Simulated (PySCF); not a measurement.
methanol (CH₄O), SMILES CO. The structure is a stationary point at PBE-D3(BJ)/def2-TZVP.

Computed equilibrium geometry at PBE-D3(BJ)/def2-TZVP (PySCF confirms it by a frequency run) as bond lengths and angles, and its point group:
point group Cs.
Atoms: C1 O2 H3 H4 H5 H6. Bonds (Å): C1–O2 1.426, C1–H3 1.105, C1–H4 1.098, C1–H5 1.105, O2–H6 0.971. Angles (°): O2–C1–H3 112.5, O2–C1–H4 106.7, O2–C1–H5 112.5, H3–C1–H4 108.1, H3–C1–H5 108.7, H4–C1–H5 108.1, C1–O2–H6 107.8.
